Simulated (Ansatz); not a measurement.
# CH₅PS: basis-set convergence

One table from this session's results is given with a row withheld; the runs are named, their logs left out.

Method: one geometry, several basis sets; program: Ansatz 0.2.0, Gaussian basis.

Levels to be run: PBE0-D4/def2-SVP; ωB97M-V/def2-SVP; PBE0-D4/def2-QZVPP; ωB97M-V/def2-QZVPP; the functionals' def2-TZVPP values are taken from earlier runs.

1 further run of the same task is left out (it didn't finish).

**Structure used throughout**

An earlier PBE0-D4 in a triple-zeta def2 set relaxation fixed the geometry.

SMILES `CSP`, 8 atoms, charge 0, spin multiplicity 1.

Atoms are counted from 1 here; the program's logs count them from 0.

Bond lengths: C1–S2 1.810 Å, C1–H4 1.089 Å, C1–H5 1.089 Å, C1–H6 1.091 Å, S2–P3 2.105 Å, P3–H7 1.420 Å, P3–H8 1.420 Å. Angles: S2–C1–H4 111.3°, S2–C1–H5 111.3°, S2–C1–H6 106.0°, H4–C1–H5 110.1°, H4–C1–H6 109.0°, H5–C1–H6 109.0°, C1–S2–P3 99.5°, S2–P3–H7 98.3°, S2–P3–H8 98.4°, H7–P3–H8 93.3°.

Geometry (Å):

```xyz
8

C    -0.7859    1.0349   -0.4445
S     0.2131    0.3874    0.9183
P     0.8501   -1.4238    0.0545
H    -1.6213    0.3736   -0.6712
H    -0.1815    1.1942   -1.3366
H    -1.1754    1.9951   -0.1032
H     2.2290   -1.3335    0.3807
H     0.5640   -2.2851    1.1464
```

Set-up of the first run:

Contents of in.yaml:

```yaml
crystal:
  periodic: [false, false, false]
  atoms:
    - {symbol: C, position_ang: [-0.785937, 1.034891, -0.444545]}
    - {symbol: S, position_ang: [0.213109, 0.387420, 0.918322]}
    - {symbol: P, position_ang: [0.850111, -1.423789, 0.054490]}
    - {symbol: H, position_ang: [-1.621314, 0.373624, -0.671204]}
    - {symbol: H, position_ang: [-0.181544, 1.194231, -1.336632]}
    - {symbol: H, position_ang: [-1.175397, 1.995086, -0.103150]}
    - {symbol: H, position_ang: [2.228961, -1.333497, 0.380655]}
    - {symbol: H, position_ang: [0.564012, -2.285065, 1.146363]}
basis:
  gaussian: {orbitals: def2-SVP}
hamiltonian: {xc: pbe0, dispersion: d4}
output: {orbitals: {seedname: orbitals}}
```

Among the steps run: PBE0-D4 in def2-SVP; ωB97M-V in def2-SVP; PBE0-D4 in def2-QZVPP; ωB97M-V in def2-QZVPP.

One table of the session follows, with a row left open; its other results are not shown here.

It belongs to the step «Density functionals: the series». 

| functional | basis | HOMO (eV) | LUMO (eV) |
| --- | --- | --- | --- |
| PBE0-D4 | def2-SVP | -6.73 | 0.24 |
| PBE0-D4 | def2-TZVPP | ? | ? |
| PBE0-D4 | def2-QZVPP | -6.88 | -0.32 |
| ωB97M-V | def2-SVP | -8.90 | 2.34 |
| ωB97M-V | def2-TZVPP | -9.03 | 1.72 |
| ωB97M-V | def2-QZVPP | -9.07 | 1.40 |

**Question.** Estimate the row for PBE0-D4, def2-TZVPP.

**Answer.** HOMO (eV): -6.84; LUMO (eV): -0.18. In the column «HOMO (eV)» it lies between PBE0-D4, def2-QZVPP (-6.88) and PBE0-D4, def2-SVP (-6.73).
